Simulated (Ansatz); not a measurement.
# CH₂ClSi− (SMILES C=[Si-]Cl): one structure at several levels

An exercise on one series of results from a longer session: the logs are not shown, and one member is left open.

Computed with Ansatz 0.2.0, Gaussian basis. Level: single points in def2-TZVPPD.

Correlated methods freeze the cores.

## Starting geometry

5 atoms, charge -1, spin multiplicity 1.

Atoms are counted from 1 here; the program's logs count them from 0.

Bond lengths: C1–Si2 1.801 Å, C1–H4 1.026 Å, C1–H5 1.029 Å. Angles: Si2–C1–H4 116.5°, Si2–C1–H5 129.5°, H4–C1–H5 114.0°.

Coordinates:

```xyz
5
charge -1, multiplicity 1
C    -0.41512    0.56601   -0.32573
Si   -0.26389   -0.36335    1.20903
Cl    1.66461   -1.94819    0.69729
H    -1.12966    1.30235   -0.34631
H     0.10074    0.45834   -1.20997
```

The first run:

run/in.yaml reads:

```yaml
crystal:
  periodic: [false, false, false]
  atoms:
    - {symbol: C, position_ang: [-0.415117, 0.566006, -0.325729]}
    - {symbol: Si, position_ang: [-0.263895, -0.363350, 1.209029]}
    - {symbol: Cl, position_ang: [1.664613, -1.948189, 0.697291]}
    - {symbol: H, position_ang: [-1.129661, 1.302354, -0.346307]}
    - {symbol: H, position_ang: [0.100742, 0.458342, -1.209971]}
basis:
  gaussian: {orbitals: "def2-TZVPPD.json"}
total_charge: -1
hamiltonian: {xc: pbe, dispersion: d4}
output: {forces: true}
```

The basis file named in the input lies beside it (Basis Set Exchange, JSON).

Launch:

```bash
$ ansatz run in.yaml --threads 2 --pin off --events-out ev --progress --plain --max-ram 3481MiB
```

Steps of the session up to this table: PBE-D4/def2-TZVPPD; r2SCAN-D4/def2-TZVPPD; PBE0-D4/def2-TZVPPD; wB97M-V/def2-TZVPPD; CCSD(T)/def2-TZVPPD.

One of the session's tables, all rows but one given; the rest of the session is left out.

| method | RMS force component (eV/Å) | angle to CCSD(T) forces (°) |
| --- | --- | --- |
| PBE-D4 | 1.504 | 2.2 |
| r2SCAN-D4 | 1.490 | 3.8 |
| PBE0-D4 | 1.529 | 5.0 |
| wB97M-V | ? | ? |
| CCSD(T) | 1.428 | reference |

Q: Estimate the row for wB97M-V from the others.

As computed: RMS force component (eV/Å): 1.540; angle to CCSD(T) forces (°): 7.7. In the column «RMS force component (eV/Å)» it is the highest.
